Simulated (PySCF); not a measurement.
Compound: C₆H₇ (doublet state).
Geometry (GFN2-xTB, Å), atoms numbered from 1 in this order:
```
atom  x, y, z in Å
C1    -0.733   -1.324    0.252
C2     0.561   -1.395    0.295
C3     1.417   -0.155    0.062
C4     0.568    1.047   -0.204
C5    -0.753    1.051   -0.234
C6    -1.605   -0.177    0.001
H7     1.105   -2.307    0.492
H8     2.048    0.020    0.941
H9     2.088   -0.333   -0.786
H10    1.115    1.965   -0.381
H11   -1.303    1.961   -0.433
H12   -2.273    0.000    0.851
H13   -2.240   -0.353   -0.876
```

As a line formula: `[C]1=CCC=CC1` [radical].

Method: PySCF, UKS B3LYP, pcH-1 on C H, non-relativistic, mean-field spin-orbit, GIAO. Geometry: GFN2-xTB; no solvent, vibrations or thermal averaging. Couplings are sensitive to structure, and on GFN2-xTB geometries they can be far from those on DFT ones. Stability of the SCF solution: not tested.

Question: Break the g tensor into its mass correction, gauge correction and orbital-Zeeman/spin–orbit terms.

Answer: 
```csv
Δg (ppm),1,2,3
relativistic mass correction,-161,-161,-161
gauge correction,36,5,-12
orbital Zeeman/spin–orbit,-667,-34,1067
total,-792,-190,894
```

So g = 2.00153, 2.00213, 2.00321 and g_iso = 2.00229; the tensor is rhombic: the two nearest values differ by 36 % of g3 − g1. Axes: g2 points within 2° of the C2–C3 bond.

Question: What effective moment and Curie constant follow for a powder?

Answer: With the mean of g² = 4.0092 and S(S+1) = 0.75: μ_eff = √(⟨g²⟩S(S+1)) = 1.734 μB and χT = 0.12505·⟨g²⟩·S(S+1) = 0.376 cm³ K/mol (cgs; spin-Hamiltonian part alone).

Question: What are the electron Larmor frequencies g μB B/h along the three axes at 3350 mT?

Answer: 93.8464, 93.8747, 93.9255 GHz for g1, g2 and g3, a range of 79.1 MHz.

Question: In a frozen sample, at which fields do the three g values resonate at 9.5, 34, 94 and 263 GHz (hyperfine left aside), and which band first spreads them over more than twice a line width of 0.3 mT?

Answer: 
```
band    GHz  B(g3) mT  B(g2) mT  B(g1) mT  spread mT
   X    9.5    338.83    339.02    339.12       0.29
   Q   34.0   1212.66   1213.32   1213.68       1.02
   W   94.0   3352.66   3354.47   3355.48       2.82
   J  263.0   9380.31   9385.39   9388.21       7.90
```

The spread grows in proportion to the frequency. Q band is the first where it exceeds 0.6 mT.

The largest Mulliken spin populations are on C1 (+0.99), C2 (-0.14) and C3 (+0.08). No atom but C1 exceeds +0.15. The positive populations add up to 1.19 and the negative ones to -0.19, together 2S = 1.

The HOMO–LUMO gaps are 6.26 eV among the α and 4.65 eV among the β orbitals.
